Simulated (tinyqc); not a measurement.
Stretching all distances: RHF, UHF, MP2, CISD and CCSD against full CI in the sto-6g basis, for H2F+, spin multiplicity 1. Computed by the program tinyqc with PySCF. 

Geometry (angstrom):
```
atom,x,y,z
F,0.0000,0.0000,0.0000
H,0.0000,0.7060,0.5430
H,0.0000,-0.7060,0.5430
```

All coordinates are multiplied by the scale. c0^2 is the weight of the RHF determinant in the lowest singlet FCI state (UHF is spin-contaminated and may lie near states of higher spin) and n(LUMO) the first natural occupation beyond the occupied space.

Full CI energy (hartree) and errors against it (kcal/mol):
```
scale,distance 1-2 (angstrom),E(FCI),RHF,UHF,MP2,CISD,CCSD,<S^2> UHF,c0^2,n(LUMO)
0.850,0.757,-99.64329,16.583,16.583,3.539,0.128,0.078,0.000,0.991,0.010
1.200,1.069,-99.82495,33.903,33.903,8.722,0.710,0.436,0.000,0.967,0.033
1.550,1.381,-99.70565,59.943,59.014,16.342,2.574,1.783,0.203,0.906,0.086
1.900,1.692,-99.57614,92.996,47.651,23.604,5.852,4.194,1.110,0.797,0.188
2.250,2.004,-99.48787,126.238,26.914,33.771,7.670,4.853,1.346,0.591,0.312
```

UHF parts from RHF first at scale 1.55 of those listed, where <S^2> leaves zero. The weight c0^2 goes from 0.99 to 0.59 and n(LUMO) from 0.01 to 0.31: static correlation grows as the bonds break into open-shell fragments. The spread of the error along the curve, which distorts its shape, is CCSD 4.8, CISD 7.5, MP2 30.2, UHF 42.4, RHF 109.7 kcal/mol. The table stops here: at scale 2.6 and beyond, the reference weight falls under 0.45 or RHF, UHF or CCSD hop between solutions, so those rows were left out and the spreads given cover only the rows shown. As computed, partly on other solutions, the errors there reach in size RHF 158, UHF 14, MP2 37, CISD 3, CCSD 22 kcal/mol.
